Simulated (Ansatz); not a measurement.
Process, species as SMILES: BN (BH2-NH2) → [BH2] (BH2) + [NH2] (NH2)
B3LYP-D3(BJ)/def2-TZVP geometries, fixed; electronic energies without zero-point terms.

Basis-set convergence of the bond dissociation energy at PBE with Ansatz (a program for electronic structure). All functions are spherical. The program fits the integrals of some runs and decomposes those of others, by size. Open shells are unrestricted. No added dispersion term, no relativity. Functions are those of the species that has most. Reference: the value in aug-pcseg-3, 148.48 kcal/mol, itself unsure by roughly 0.14 kcal/mol (its mean distance from aug-cc-pVQZ, cc-pV5Z, def2-QZVPPD). Deviations are taken from unrounded values.

| basis | functions |
|---|---|
| def2-SV(P) | 36 |
| def2-SVP | 48 |
| def2-SVPD | 72 |
| def2-TZVP | 86 |
| def2-TZVPD | 110 |
| def2-TZVPP | 118 |
| def2-TZVPPD | 142 |
| def2-QZVPP | 234 |
| def2-QZVPPD | 258 |

Task: Which is the smallest def2 set listed that can be trusted to 2 kcal/mol here, that is, within that of the reference together with its larger relatives (same family, alike in diffuse functions; a set with none to test it counts only in the reference's own line)?

Result: The smallest set listed that lies within 2 kcal/mol of the reference with all its larger relatives (same family, alike in diffuse functions; a set with none counts only in the reference's own line) is def2-TZVP (86 functions, 0.86 kcal/mol off). Value minus reference: def2-SV(P) 5.40, def2-SVP 5.58, def2-SVPD 3.13, def2-TZVP 0.86, def2-TZVPD -0.13, def2-TZVPP 0.68, def2-TZVPPD -0.07, def2-QZVPP 0.20, def2-QZVPPD -0.13 kcal/mol.
